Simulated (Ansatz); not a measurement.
Total energies of `CC(=O)F`.

```xyz
7

C     0.359   -0.524   -0.170
C    -0.341    0.727    0.227
O     0.111    1.785    0.484
F    -1.677    0.529    0.271
H     1.434   -0.365   -0.171
H     0.093   -1.327    0.521
H     0.021   -0.826   -1.163
```

The species carries charge 0 and has multiplicity 1. Geometry: relaxed with PBE0-D4/def2-TZVP. Basis def2-TZVPP, the Gaussian-basis code of Ansatz.

RPA on PBE orbitals: Hartree–Fock energy of these orbitals -251.85949 Eh, correlation -1.24841 Eh (frozen core).

```csv
functional,energy without D4 (Eh),D4 term (kJ/mol)
PBE,-252.93504,-8.2
revPBE,-253.13042,-31.7
BLYP,-253.15871,-19.1
r2SCAN,-253.08398,-2.0
HSE06 (plane-wave form),-252.92614,-6.2
BHLYP,-253.08302,-8.7
LC-ωPBE,-253.05779,–
ωB97X-V,-253.12477,–
ωB97M-V,-253.12699,–
B2PLYP,-253.03731,–
```

Question: Give the same for LDA (SPW92), B97M-V, PBE0, B3LYP, r2SCANh, r2SCAN0, CAM-B3LYP, PBE-QIDH. (An estimate is asked.)

Answer: The calculation gave: 
```csv
functional,energy without D4 (Eh),D4 term (kJ/mol)
LDA (SPW92),-251.31532,–
B97M-V,-253.14981,–
PBE0,-252.93784,-6.8
B3LYP,-253.21094,-13.2
r2SCANh,-253.06898,-2.0
r2SCAN0,-253.04755,-2.2
CAM-B3LYP,-253.11971,-6.6
PBE-QIDH,-252.90144,–
```

B3LYP takes the VWN-RPA correlation (the form of Gaussian; ORCA's B3LYP/G). HSE06 is the plane-wave form, built on full-range PBE exchange. The double hybrids freeze the cores in their second-order part.

LC-ωPBE has ω = 0.4 bohr⁻¹.
